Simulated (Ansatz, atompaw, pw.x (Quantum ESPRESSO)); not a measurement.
What a changed setting does to a pw.x run (bcc N)

Potential: PAW, atompaw 4.2.0.5, PBEsol; core [He], reference 2s2 2p3; waves: 2s (bound): rc 2.05 bohr; 2s channel at -1.05 Ry: rc 2.05 bohr; 2p (bound): rc 2.05 bohr; 2p channel at 1.7 Ry: rc 2.05 bohr; 3d channel at 0.45 Ry: rc 1.95 bohr; 3d channel at 1.45 Ry: rc 2.05 bohr; local part: bessel scheme, radius 1.40 bohr; core correction: smooth core density matched at 2.05 bohr; augmentation: gaussian compensation charge, radius 2.00 bohr; PAW radius 2.05 bohr; waves and projectors: custom rrkj vanderbiltortho.

The reference run (k-mesh 18³, cutoffs 40/400 Ry, Fermi–Dirac 0.01 Ry, mixing_beta 0.4, conv_thr 1e-9, no spin) gives -1.78 GPa at 6.897 Å³/atom, where all-electron LAPW gives -0.77 GPa. This run, with its own iteration cap, changes smearing to gauss.

```
&control
  calculation='scf', prefix='x', pseudo_dir='./', outdir='./tmp', tstress=.true., disk_io='none'
/
&system
  ibrav=0, nat=1, ntyp=1, ecutwfc=40, ecutrho=400, nbnd=9,
  occupations='smearing', smearing='gauss', degauss=0.01
/
&electrons
  conv_thr=1e-09, mixing_beta=0.4, electron_maxstep=50
/
ATOMIC_SPECIES
N 1.0 N.UPF
CELL_PARAMETERS angstrom
  -1.19913132 1.19913132 1.19913132
  1.19913132 -1.19913132 1.19913132
  1.19913132 1.19913132 -1.19913132
ATOMIC_POSITIONS crystal
N 0.0000 0.0000 0.0000
K_POINTS automatic
18 18 18 0 0 0
```

```bash
pw.x < N.scf.in > N.scf.out
```

Task: How does the run end?

Result: It converges in 6 iterations; the free energy moves by +13.9 meV/atom and the pressure by -0.66 GPa. Gaussian smearing of the same width is narrower in effect than Fermi–Dirac, so its quadratic term in F is smaller.

```
Message from routine setup:
     using ibrav=0 with symmetry is DISCOURAGED, use correct ibrav instead
     lattice parameter (alat)  =       3.9249  a.u.
     unit-cell volume          =      46.5433 (a.u.)^3
     number of electrons       =         5.00
     number of Kohn-Sham states=            9
     kinetic-energy cutoff     =      40.0000  Ry
     charge density cutoff     =     400.0000  Ry
     scf convergence threshold =      1.0E-09
     Exchange-correlation= SLA PW PSX PSC
     number of k points=   195  Gaussian smearing, width (Ry)=  0.0100
     iteration #  1     ecut=    40.00 Ry     beta= 0.40
     total energy              =     -27.50498366 Ry
     estimated scf accuracy    <       0.00258067 Ry
     iteration #  2     ecut=    40.00 Ry     beta= 0.40
     total energy              =     -27.50662754 Ry
     estimated scf accuracy    <       0.00102634 Ry
     iteration #  3     ecut=    40.00 Ry     beta= 0.40
     total energy              =     -27.50667927 Ry
     estimated scf accuracy    <       0.00001247 Ry
     iteration #  4     ecut=    40.00 Ry     beta= 0.40
     total energy              =     -27.50668485 Ry
     estimated scf accuracy    <       0.00000011 Ry
     iteration #  5     ecut=    40.00 Ry     beta= 0.40
     total energy              =     -27.50668501 Ry
     estimated scf accuracy    <       0.00000001 Ry
     iteration #  6     ecut=    40.00 Ry     beta= 0.40
     the Fermi energy is     9.3657 ev
!    total energy              =     -27.50668500 Ry
     estimated scf accuracy    <          6.2E-10 Ry
     smearing contrib. (-TS)   =      -0.00039551 Ry
     The total energy is F=E-TS. E is the sum of the following terms:
     one-electron contribution =       4.06215126 Ry
     hartree contribution      =       1.85303983 Ry
     xc contribution           =      -4.74461775 Ry
     ewald contribution        =     -20.07494274 Ry
     one-center paw contrib.   =      -8.60192010 Ry
     convergence has been achieved in   6 iterations
          total   stress  (Ry/bohr**3)                   (kbar)     P=      -24.40
     Message from routine punch:
     Nothing written, as per user request (disk_io='none')
```

The run took about 6.3 s on one core of a shared host (Intel(R) Xeon(R) Platinum 8259CL CPU @ 2.50GHz, 96 threads, 755 GiB, load 30).
